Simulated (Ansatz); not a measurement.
Elements on the sites of an ideal fcc lattice, at a guessed lattice constant:

```
CELL_PARAMETERS angstrom
-4.27175 4.27175 -4.27175
4.27175 4.27175 4.27175
4.27175 -4.27175 -4.27175
ATOMIC_POSITIONS crystal
Li 0.25000 0.00000 0.75000
Li 0.00000 0.25000 0.75000
Li 0.50000 0.00000 0.50000
Li 0.75000 0.75000 0.50000
Li 0.25000 0.50000 0.25000
Li 0.75000 0.25000 0.00000
Ga 0.75000 0.50000 0.75000
Ga 0.25000 0.25000 0.50000
Ga 0.50000 0.75000 0.75000
Ga 0.00000 0.50000 0.50000
Ga 0.75000 0.00000 0.25000
Ga 0.50000 0.25000 0.25000
Ga 0.00000 0.00000 0.00000
Ga 0.00000 0.75000 0.25000
Ga 0.50000 0.50000 0.00000
Ga 0.25000 0.75000 0.00000
```

Cell and atoms were relaxed without symmetry on coarser meshes and computed once more. The calculation used DFT PBE, scalar-relativistic, plane waves, PAW (Ansatz).

Cutoff 420 eV; k points 6×6×6 on the computed 16-atom cell (Γ-centred); Gaussian smearing, width 0.10 eV; no spin polarisation.

The relaxation ran on 2×2×2 (shifted) k points with a smearing of 0.1 eV, from sites shaken by 0.02 Å.

Question: What does the relaxation give?

Answer: A volume of 16.76 Å³/atom and no gap on the mesh. It lies 0.19 eV/atom below the elements' standard states (static lattices, no corrections for gases). The atoms leave their sites by 0.13 Å (root mean square) and 0.23 Å at most, and the cell stretches by up to 28.1 % at fixed volume, so the lattice hasn't survived.

```
CELL_PARAMETERS angstrom
-3.32266 5.20219 -5.20284
3.32508 3.87479 3.87303
3.32472 -3.87237 -3.87508
ATOMIC_POSITIONS crystal
Li 0.24997 0.99824 0.75168
Li 0.00156 0.25063 0.74975
Li 0.49868 0.99930 0.49847
Li 0.75018 0.72627 0.47706
Li 0.25013 0.49750 0.25089
Li 0.75009 0.27222 0.02297
Ga 0.75016 0.47458 0.72348
Ga 0.25031 0.25393 0.49558
Ga 0.53127 0.76167 0.76919
Ga 0.01514 0.50426 0.50957
Ga 0.75021 0.02530 0.27428
Ga 0.48539 0.23935 0.24471
Ga 0.96891 0.98050 0.98803
Ga 0.00947 0.75702 0.25139
Ga 0.49103 0.49800 0.99231
Ga 0.25022 0.75405 0.99556
```

The final mesh leaves forces up to 0.38 eV/Å and stresses up to 1.1 GPa: the relaxation ran on a coarser mesh, so the cell's shape, its bonds and its energy belong partly to that mesh.

Cost: 2 runs of about 17 core-minutes in all (earlier runs that led there not counted), on Arm Neoverse V1 (shared hosts).